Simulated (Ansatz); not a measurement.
This geometry of CHClF₂O (6 atoms, charge 0, multiplicity 1) is a first-order saddle point.

The calculation used Ansatz, RKS B3LYP/def2-SVP.

```xyz
6
Properties=species:S:1:pos:R:3
O 0.319 0.088 1.063
C 0.097 -0.061 -0.256
F -1.181 -0.431 -0.480
F 0.887 -1.016 -0.760
Cl 0.423 1.456 -1.157
H -0.502 -0.100 1.542
```

Which two structures does it join? (They come from a converged band through this point; their orientation in space is the band's.)

No bond is made or broken. The dihedral H6–O1–C2–Cl5 goes from 180 to 55°.

Image 0:

```xyz
6
Properties=species:S:1:pos:R:3
O 0.110 0.330 1.045
C 0.025 0.013 -0.260
F -1.240 -0.292 -0.614
F 0.764 -1.076 -0.553
Cl 0.593 1.388 -1.228
H -0.211 -0.427 1.564
```

Image 6:

```xyz
6
Properties=species:S:1:pos:R:3
O 0.199 -0.227 1.082
C 0.061 -0.184 -0.254
F -1.189 -0.501 -0.641
F 0.894 -1.070 -0.783
Cl 0.425 1.455 -0.938
H -0.347 0.463 1.487
```

How far does it lie above each of them?

0.043 eV above the first and 0.066 eV above the second. This is the barrier of this one path; another mechanism may lie lower.

Time of the run: 4.1 min on 1 CPU thread of a shared host.
